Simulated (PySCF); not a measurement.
# AlC (quartet) at other levels of theory

What do other methods print for AlC (quartet)?

Method: each script names its method and basis; program: PySCF 2.14.0.

1 further run of the same task is left out (it didn't finish).

## 1. The system as given

AlC (quartet): 2 atoms, charge 0, spin multiplicity 4.

Bond lengths: Al1–C2 1.905 Å.

## 2. The run that the others are compared with

Input file input.py:

```python
from pyscf import gto, scf, mp

mol = gto.M(
    atom='Al 0 0 0; C 0 0 1.905',
    basis='jorge-dzp-dkh',
    charge=0,
    spin=3,
    verbose=4,
)
mf = scf.UHF(mol)
mf = mf.sfx2c1e()
mf.kernel()
mp.MP2(mf, frozen=6).kernel()
mf.dip_moment()
print('orbital energies (hartree):', [e[max(0, n-3):n+3].round(4) for e, n in zip(mf.mo_energy, mol.nelec)])
```

Launch:

```
OMP_NUM_THREADS=1 python input.py
```

## 3. R2scan (UKS)

Run 1 changes functional: none (Hartree–Fock) → r2scan; SCF type: UHF → UKS; step after the SCF: mp2 → analyze.

Input file input.py:

```python
from pyscf import gto, dft

mol = gto.M(
    atom='Al 0 0 0; C 0 0 1.905',
    basis='jorge-dzp-dkh',
    charge=0,
    spin=3,
    verbose=4,
)
mf = dft.UKS(mol, xc='r2scan')
mf = mf.sfx2c1e()
mf.kernel()
mf.analyze()
print('orbital energies (hartree):', [e[max(0, n-3):n+3].round(4) for e, n in zip(mf.mo_energy, mol.nelec)])
```

## 4. Population analysis

Run 2 changes step after the SCF: mp2 → analyze.

Input file input.py:

```python
from pyscf import gto, scf

mol = gto.M(
    atom='Al 0 0 0; C 0 0 1.905',
    basis='jorge-dzp-dkh',
    charge=0,
    spin=3,
    verbose=4,
)
mf = scf.UHF(mol)
mf = mf.sfx2c1e()
mf.kernel()
mf.analyze()
print('orbital energies (hartree):', [e[max(0, n-3):n+3].round(4) for e, n in zip(mf.mo_energy, mol.nelec)])
```

## 5. Pbesol (UKS)

Run 3 changes functional: none (Hartree–Fock) → pbesol; SCF type: UHF → UKS; step after the SCF: mp2 → analyze.

Input file input.py:

```python
from pyscf import gto, dft

mol = gto.M(
    atom='Al 0 0 0; C 0 0 1.905',
    basis='jorge-dzp-dkh',
    charge=0,
    spin=3,
    verbose=4,
)
mf = dft.UKS(mol, xc='pbesol')
mf = mf.sfx2c1e()
mf.kernel()
mf.analyze()
print('orbital energies (hartree):', [e[max(0, n-3):n+3].round(4) for e, n in zip(mf.mo_energy, mol.nelec)])
```

## 6. Geometry optimisation

Run 4 changes step after the SCF: mp2 → optimize.

Input file input.py:

```python
from pyscf import gto, scf
from pyscf.geomopt.geometric_solver import optimize

mol = gto.M(
    atom='Al 0 0 0; C 0 0 1.905',
    basis='jorge-dzp-dkh',
    charge=0,
    spin=3,
    verbose=4,
)
mf = scf.UHF(mol)
mf = mf.sfx2c1e()
mf.kernel()
mol_eq = optimize(mf, maxsteps=30)
print('optimised geometry (angstrom)')
print(mol_eq.tostring('raw'))
print('orbital energies (hartree):', [e[max(0, n-3):n+3].round(4) for e, n in zip(mf.mo_energy, mol.nelec)])
```

**Question.** What will these runs give? Wanted: for each run, E(SCF); from base; gap, α spin; SCF dipole; after the SCF.

**Answer**, as computed:

```tsv
run	E(SCF) (hartree)	from base (eV)	cycles	gap, α spin (eV)	SCF dipole (D)	after the SCF
base	-280.100429	0	13	9.80	0.62	MP2 correlation -2.855 eV, core frozen
r2scan (UKS)	-280.739289	not comparable	10	3.68	1.37	n/a
population analysis	-280.100429	0.0000	13	9.80	0.62	n/a
pbesol (UKS)	-279.949076	not comparable	10	3.25	1.61	n/a
geometry optimisation	-280.100429	0.0000	13	9.80	n/a	bond 1.991 Å, -0.052 eV
```

SCF columns refer to the geometry typed in the script.

What this shows: Total energies of different functionals can't be compared with each other; differences within one functional can. The dearest run is “r2scan (UKS)”, at 4.8 s against 1.5 s.
